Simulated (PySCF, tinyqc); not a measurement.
Ways to converge the cycle: SCF convergence aids in the sto-6g basis, for LiH, spin multiplicity 1. Computed by the program tinyqc with PySCF. Command: `OMP_NUM_THREADS=1 python tinyqc.py 110477 110478 out.jsonl`; one thread of a shared host (Intel(R) Xeon(R) Processor @ 2.60GHz), about 0.6 s.

Geometry (angstrom):
```
atom,x,y,z
Li,0.0000,0.0000,0.0000
H,0.0000,0.0000,2.8730
```

lowest restricted solution found by these runs and by PySCF = -7.814310 hartree

RHF with one setting changed at a time; a run stops when the energy changes by less than 1e-09 hartree and the error matrix is below 1e-5. The start is the core Hamiltonian. Damping d keeps d of the old density; a shift (hartree) raises the virtual levels; DIIS n extrapolates F over n matrices.

Largest element of the error matrix X^T (FDS - SDF) X:
```
iteration,plain,damping 0.3,damping 0.6,shift 0.4,DIIS 3,DIIS 8
1,2.4e-01,2.4e-01,2.4e-01,2.4e-01,2.4e-01,2.4e-01
2,1.1e-01,3.7e-02,1.2e-01,1.5e-01,1.1e-01,1.1e-01
3,3.7e-02,1.3e-02,5.8e-02,5.9e-02,7.2e-03,7.2e-03
4,1.2e-02,7.2e-03,3.0e-02,2.2e-02,4.7e-03,4.7e-03
5,3.3e-03,4.4e-03,1.7e-02,1.0e-02,1.5e-03,8.6e-04
6,1.2e-03,2.8e-03,1.1e-02,5.3e-03,1.9e-04,7.7e-05
8,1.4e-04,1.4e-03,6.3e-03,2.3e-03,2.2e-06,3.4e-07
10,4.4e-05,6.6e-04,3.8e-03,1.5e-03,-,-
14,4.6e-06,1.5e-04,1.6e-03,6.7e-04,-,-
20,-,1.6e-05,5.1e-04,2.0e-04,-,-
30,-,-,7.2e-05,2.7e-05,-,-
```

How each run ends:
```
run,iterations,E (hartree),state
plain,14,-7.814310,lowest found
damping 0.3,22,-7.814310,lowest found
damping 0.6,41,-7.814310,lowest found
shift 0.4,36,-7.814310,lowest found
DIIS 3,9,-7.814310,lowest found
DIIS 8,8,-7.814310,lowest found
```

6 of 6 runs reach the lowest restricted solution found, in 8 to 41 iterations (fastest: DIIS 8). Plain steps already contract here, so damping only slows them. DIIS 3 and DIIS 8 gain by cancelling the error over several earlier matrices, much as a quasi-Newton step does. The restricted reference is unstable here: a spin-polarised solution lies 0.0641 hartree lower (PySCF), so results built on it describe a poor reference.
